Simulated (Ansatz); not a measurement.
AlGeH$_{4}$ (H-bridged), doublet: reading a ladder of total energies

Geometry: displaced at random from a stationary point.

```xyz
6

Ge    0.0016    0.0042    0.7894
Al    0.0008   -0.0120   -1.8848
H    -1.0773    0.0473   -0.5726
H     1.0719   -0.0155   -0.5428
H    -0.0964   -1.4020   -2.6803
H    -0.0327    1.3904   -2.6431
```

Basis cc-pVDZ; Ansatz 0.2.0. Correlated methods freeze the noble-gas cores and the filled d shells of p-block atoms, which leaves 11 electrons in 46 orbitals. Prefix R: restricted or restricted open-shell reference; prefix U: unrestricted. No spin–orbit coupling is included, and no scalar relativity.

Full CI isn't at hand for all of this; UCCSDT(Q) serves as the reference, and is uncertain by about the last step of the cluster series.

Runs differ by some tens of microhartree through their thresholds and, for an open shell, their frozen cores, so steps under 0.03 kcal/mol mean nothing.

```tsv
level	total energy (hartree)
UHF	-2319.531805
UMP2	-2319.687281
UCCSD	-2319.729636
UCCSD(T)	-2319.734394
UCCSDT	-2319.735496
UCCSDT(Q)	-2319.735686
```

Task: What is the correlation energy at UCCSDT(Q), and what share of it do UMP2 and UCCSD(T) recover?

Result: E(corr) = -2319.735686 − (-2319.531805) = -0.203881 hartree = -5.548 eV. UMP2: -0.155476 / -0.203881 = 76.26 %. UCCSD(T): -0.202589 / -0.203881 = 99.37 %.

Task: By how many kcal/mol does UCCSD(T) miss UCCSDT(Q) (1 hartree = 627.509 kcal/mol), and which steps make up the rest?

Result: -2319.734394 − (-2319.735686) = 0.001292 hartree = 0.81 kcal/mol. Steps: UCCSDT − UCCSD(T) = -0.69, UCCSDT(Q) − UCCSDT = -0.12 kcal/mol. Differences between like states or geometries often cancel part of this.
